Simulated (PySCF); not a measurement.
**Group charges in `CCN(C)CC`**

C5H13N.
Atom-mapped SMILES: `[CH3:1][CH2:2][N:3]([CH3:4])[CH2:5][CH3:6]` (hydrogens: H7, H8, H9 on C1; H10, H11 on C2; H12, H13, H14 on C4; H15, H16 on C5; H17, H18, H19 on C6)

Structure used (GFN2-xTB), in Å, numbered top down from 1:
```
atom  x, y, z in Å
C1    -1.8431   -1.4100    0.1780
C2    -1.4436   -0.0079   -0.2721
N3    -0.1245    0.3598    0.2202
C4     0.0356    1.7946    0.3165
C5     0.9516   -0.2476   -0.5470
C6     2.2345   -0.3654    0.2702
H7    -2.8805   -1.6009   -0.0856
H8    -1.7320   -1.4911    1.2555
H9    -1.2269   -2.1732   -0.2896
H10   -2.1605    0.7023    0.1476
H11   -1.5061    0.0658   -1.3725
H12    1.0039    2.0187    0.7581
H13   -0.0264    2.2991   -0.6625
H14   -0.7368    2.2018    0.9678
H15    0.6368   -1.2521   -0.8336
H16    1.1515    0.3187   -1.4754
H17    2.6757    0.6079    0.4670
H18    2.0185   -0.8458    1.2204
H19    2.9625   -0.9653   -0.2706
```

Atomic charges (e) from the PBE0/pcSseg-1 density (PySCF):

```tsv
atom	Mulliken	IAO	Hirshfeld	ESP-fitted
C1	-0.2546	-0.4198	-0.1237	-0.4101
C2	-0.0807	-0.1417	-0.0233	+0.1733
N3	-0.5964	-0.2595	-0.0919	-0.3193
C4	-0.0882	-0.3020	-0.0750	-0.4888
C5	-0.0920	-0.1409	-0.0234	+0.2683
C6	-0.2542	-0.4200	-0.1233	-0.3776
H7	+0.1080	+0.1393	+0.0408	+0.1008
H8	+0.1134	+0.1468	+0.0374	+0.1029
H9	+0.1090	+0.1331	+0.0367	+0.1182
H10	+0.1084	+0.1335	+0.0399	+0.0702
H11	+0.0869	+0.0991	+0.0230	-0.0148
H12	+0.1142	+0.1409	+0.0413	+0.1855
H13	+0.0754	+0.0996	+0.0229	+0.1277
H14	+0.1152	+0.1419	+0.0422	+0.1706
H15	+0.1167	+0.1318	+0.0391	+0.0198
H16	+0.0879	+0.0976	+0.0221	-0.0118
H17	+0.1095	+0.1335	+0.0370	+0.1058
H18	+0.1137	+0.1472	+0.0377	+0.0939
H19	+0.1079	+0.1395	+0.0408	+0.0854
```

Question: Cut each of the bonds C1–C2, C2–N3 and C4–N3 in turn and sum the charges on the side of the atom named first.

Answer: In e; the other side holds the opposite charge:

```tsv
bond cut	piece	atoms	Mulliken	IAO	Hirshfeld	ESP-fitted
C1–C2	CH3	4	+0.076	-0.001	-0.009	-0.088
C2–N3	C2H5	7	+0.190	+0.090	+0.031	+0.140
C4–N3	CH3	4	+0.217	+0.080	+0.031	-0.005
```

Extremes among these pieces. Mulliken: lowest CH3 at C1, highest CH3 at C4; IAO: lowest CH3 at C1, highest C2H5 at C2; Hirshfeld: lowest CH3 at C1, highest C2H5 at C2 and CH3 at C4; ESP-fitted: lowest CH3 at C1, highest C2H5 at C2.

Question: Do the schemes agree better on the pieces than on the single atoms at the cuts?

Answer: The spread between schemes averages 0.182 e for the pieces and 0.342 e for the atoms named first; it is smaller for the piece at 3 of the 3 cuts. On average they agree better on the pieces. The sign differs between schemes (beyond ±0.03 e) for CH3 at C1.

The structure is a single GFN2-xTB conformer in the gas phase; no vibrational or solvent corrections.
